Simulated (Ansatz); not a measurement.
# C2H5Si: the cost of one run

All numbers below are computed with Ansatz 0.2.0 (UKS r2SCAN-D4/def2-SVP).

1 further run of the same task is left out (it didn't finish).

## Step 1: The system as given

Bond lengths: C1–C2 1.346 Å, C2–Si3 1.826 Å, C1–H4 1.077 Å, C1–H5 1.077 Å, C2–H6 1.085 Å, Si3–H7 1.449 Å, Si3–H8 1.448 Å. Angles: C1–C2–Si3 126.3°, C1–C2–H6 117.5°, Si3–C2–H6 116.2°, C2–C1–H4 121.9°, C2–C1–H5 122.0°, H4–C1–H5 116.1°, C2–Si3–H7 119.4°, C2–Si3–H8 122.1°, H7–Si3–H8 117.6°.

Coordinates:

```xyz
8

C    -0.9645    0.7478   -0.6960
C     0.1853    0.5519   -0.0235
Si    0.7494   -1.0177    0.7200
H    -1.6637   -0.0521   -0.8743
H    -1.2376    1.7125   -1.0897
H     0.8358    1.4093    0.1175
H     2.0779   -1.0962    1.2937
H     0.0174   -2.2554    0.5523
```

## Step 2: End point A

input.yaml

```yaml
crystal:
  periodic: [false, false, false]
  atoms:
    - { symbol: C, position_ang: [-0.96451, 0.74782, -0.696] }
    - { symbol: C, position_ang: [0.18529, 0.55189, -0.02346] }
    - { symbol: Si, position_ang: [0.74944, -1.01769, 0.71996] }
    - { symbol: H, position_ang: [-1.66373, -0.05212, -0.87428] }
    - { symbol: H, position_ang: [-1.23759, 1.71248, -1.0897] }
    - { symbol: H, position_ang: [0.83583, 1.40928, 0.11753] }
    - { symbol: H, position_ang: [2.07793, -1.09623, 1.29369] }
    - { symbol: H, position_ang: [0.01735, -2.25543, 0.55227] }
magnetization:
  spin_polarized: true
  initial_magnetization: 1
basis:
  gaussian: { orbitals: def2-SVP }
hamiltonian:
  xc: r2scan
  dispersion: d4
relax:
  f_tol: 0.015
  max_steps: 40
```

The run is started by

```
> ansatz run input.yaml --threads 2 --pin off --max-ram 3072MiB --backend cpu --events-out ev --progress --plain --runs-dir out
```

**Question.** How long does this run take on 2 threads of Arm Neoverse V1, shared host, and how much memory does it need?

About 27 s, with a peak of 0.17 GiB.
